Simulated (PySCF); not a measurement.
Geometry:
```csv
atom,x (Å),y (Å),z (Å)
C1,-1.590,1.126,-0.366
N2,-0.741,0.509,-1.047
C3,0.227,-0.357,-0.435
C4,-0.217,-1.803,-0.663
O5,0.423,-0.178,0.953
C6,1.250,0.910,1.280
H7,-1.660,1.090,0.723
H8,-2.308,1.742,-0.890
H9,1.174,-0.175,-0.972
H10,-0.398,-1.965,-1.721
H11,0.556,-2.479,-0.310
H12,-1.131,-1.983,-0.105
H13,0.836,1.862,0.928
H14,2.251,0.784,0.848
H15,1.322,0.925,2.366
```

Geometry: GFN2-xTB; GIAO shifts from PySCF 2.14.0 with density-fitted response routines, gas phase, non-relativistic, averaged over equivalent atoms.

At HSE06/pcSseg-1 (147 basis functions, 27 s wall time on 1 thread of an Arm Neoverse V1, shared host):
```json
{"atoms": "C1", "δ (ppm)": "151.9"}
{"atoms": "C3", "δ (ppm)": "97.5"}
{"atoms": "C6", "δ (ppm)": "57.9"}
{"atoms": "C4", "δ (ppm)": "26.5"}
{"atoms": "N2", "δ (ppm)": "409.3"}
{"atoms": "O5", "δ (ppm)": "40.9"}
{"atoms": "H7", "δ (ppm)": "7.84"}
{"atoms": "H8", "δ (ppm)": "7.45"}
{"atoms": "H9", "δ (ppm)": "5.24"}
{"atoms": "H13/H14/H15", "δ (ppm)": "3.41"}
{"atoms": "H10/H11/H12", "δ (ppm)": "1.31"}
```

Shifts are taken against calculated references (same method and geometry level): ¹³C (σref 186.23) and ¹H (σref 31.72) against TMS; ¹⁵N (σref 267.30) vs NH3; H2O for ¹⁷O (σref 335.74).

**Question.** What do these become at PBE0/Sadlej pVTZ?

**Answer.** 
| atoms | δ at PBE0/Sadlej pVTZ | change |
| --- | --- | --- |
| C1 | 154.0 | +2.1 |
| C3 | 100.8 | +3.3 |
| C6 | 56.0 | -1.9 |
| C4 | 24.7 | -1.8 |
| N2 | 386.8 | -22.5 |
| O5 | 40.7 | -0.2 |
| H7 | 8.41 | +0.57 |
| H8 | 7.87 | +0.42 |
| H9 | 5.79 | +0.55 |
| H13/H14/H15 | 3.72 | +0.31 |
| H10/H11/H12 | 1.34 | +0.03 |

Scale: TMS for ¹³C (197.36 ppm) and ¹H (32.08 ppm); ¹⁵N (272.53 ppm) against NH3; H2O for ¹⁷O (337.59 ppm) (reference shieldings calculated alike).

The largest change is at N2 (imine nitrogen). Cost: 225 basis functions, 40 s wall time on 1 thread of an Arm Neoverse V1, shared host. The order of the carbon signals is the same at both levels.

Experimental scales use liquid or dissolved standards, which lie at an offset from isolated NH3 (liquid NH3: subtract about 20 ppm) and H2O (liquid H2O: subtract about 36 ppm). Unscaled 15N shifts of sp2 nitrogen come out 20 to 40 ppm too high even then.
